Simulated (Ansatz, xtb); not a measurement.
Relaxing a trial structure of C2H2Si−

The starting geometry of this gas-phase doublet has its atoms placed at random.

```xyz
5

C     0.3918   -1.8176   -0.4606
C    -0.8746   -0.5875    0.0561
Si    0.2223    0.5128   -1.0181
H     0.7865   -0.9493   -0.1369
H     1.4882    1.2145   -0.4793
```

**Question.** One run relaxed it with r2SCAN-D4/def2-SVPD. What is a likely outcome?

**Answer.** It ends as a structure given below by its coordinates. Distances that change by over a tenth: Si3–H4 (1.80 → 2.95 Å). Contacts that close: C1–C2 (1.84 → 1.28 Å), C1–Si3 (2.40 → 2.07 Å).

The energy falls by 5.49 eV over 19 steps:

```csv
step,E − E(last) (eV)
1,5.485
3,1.849
5,1.089
7,0.576
9,0.147
11,0.094
13,0.008
15,0.001
17,0.000
19,0.000
```

Final geometry (Å):

```csv
atom,x (Å),y (Å),z (Å)
C,0.4076,-1.1827,-0.2410
C,-0.6835,-0.5658,0.0399
Si,0.2729,0.5761,-1.3333
H,1.1018,-2.0189,-0.1999
H,0.9153,1.5641,-0.3045
```

From the same start GFN2-xTB ends elsewhere, in pieces: C2HSi + H.

From so rough a start the end depends on the optimiser's path, so another program may land elsewhere. No frequencies were run, so the end isn't proven a minimum. Open shells are spin-unrestricted. Run with Ansatz 0.2.0, 2.1 min on 1 thread of Arm Neoverse V2 (shared host).
